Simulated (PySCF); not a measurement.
## Where the electron goes

Silane, SiH4.
Z-matrix (Å and degrees, GFN2-xTB geometry), rows numbered from 1:
```
Si
H   1  1.4607
H   1  1.4607  2  109.44
H   1  1.4607  2  109.51  3   119.96
H   1  1.4607  2  109.44  3  -120.04
```

Computed with TDDFT CAM-B3LYP/def2-SVPD, vertical, gas phase, core orbitals frozen in the response (PySCF).

Frontier orbitals with the atoms that hold most of them (Löwdin shares over 4%, at most four atoms; ? is withheld):

| orbital | ε (eV) | atoms |
| --- | --- | --- |
| HOMO-3 | -17.11 | Si1 42%, H4 15%, H3 15%, H5 15% |
| HOMO-2 | -11.34 | Si1 44%, H5 23%, H3 18%, H4 9% |
| HOMO-1 | -11.34 | Si1 44%, H4 22%, H2 19%, H3 8% |
| HOMO | -11.34 | Si1 44%, H2 17%, H3 16%, H5 12% |
| LUMO | 1.13 | ? |
| LUMO+1 | 2.13 | Si1 58%, H4 11%, H5 11%, H3 10% |
| LUMO+2 | 2.13 | Si1 58%, H5 11%, H3 11%, H2 10% |

Give the leading atoms of the LUMO.

Si1 (bonded to 4 H) 71%; H5 (bonded to Si) 7%; H3 (bonded to Si) 7%; H4 (bonded to Si) 7%. By element: silicon 71%, hydrogen 22% or more.

Within 0.005 eV of a neighbour in this list lie HOMO-2/HOMO-1/HOMO and LUMO+1/LUMO+2 (point group found: Td); within a degenerate set the shares of single atoms can hang on how the components are chosen.

How does S1 compare with the orbital gap of 12.47 eV?

S1 is at 9.40 eV (f = 0.148), 3.07 eV below the gap, made of HOMO-2/HOMO-1/HOMO→LUMO (98%). S1/S2/S3 lie within about 0.01 eV of each other. Without the coupling terms of the response equations the lowest excitation would equal the gap.

Next come S2 at 9.40 eV (f 0.148), HOMO-2/HOMO-1/HOMO→LUMO (98%); S3 at 9.40 eV (f 0.148), HOMO-2/HOMO-1/HOMO→LUMO (98%); S4 at 9.42 eV (f 0.0000), HOMO-2/HOMO-1/HOMO→LUMO+1/LUMO+2 (97%); S5 at 9.42 eV (f 0.0000), HOMO-2/HOMO-1/HOMO→LUMO+3 (49%), HOMO-2/HOMO-1/HOMO→LUMO+1/LUMO+2 (48%).

Orbitals of the list HOMO-3 to LUMO+2 that lie within 0.01 eV of each other are written together with a slash and their weights summed (≥ marks a lower bound); for degenerate orbitals outside that list single weights are arbitrary.

Hardware: one thread of an x86-64 server (shared host). Cost: 1.2 s.
